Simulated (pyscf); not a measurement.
Thermochemistry of product channels of O=Nb(=O)–Cl + NH₃ on the singlet surface, in eV, from ωB97M-D3(BJ)/def2-TZVP energies (ideal gas, 1 atm, RRHO with modes under 100 cm⁻¹ raised to 100, one conformer, R ln 2 for chiral ones without a mode under 150 cm⁻¹). Structures and frequencies: ωB97X-D3(BJ)/def2-SVP in PySCF.

| products | ΔE | ΔH(298 K) | ΔG(600 K) | ΔG(1200 K) |
|---|---|---|---|---|
| H₂N–Nb(=O)(OH)–Cl | -2.65 | -2.63 | -1.73 | -0.94 |
| H₂N–Nb(=O)=O + HCl | +0.78 | +0.69 | +0.73 | +0.72 |

These are energies of the channels, which say nothing of barriers. Elements past Kr carry the def2 core potentials, without spin-orbit coupling.
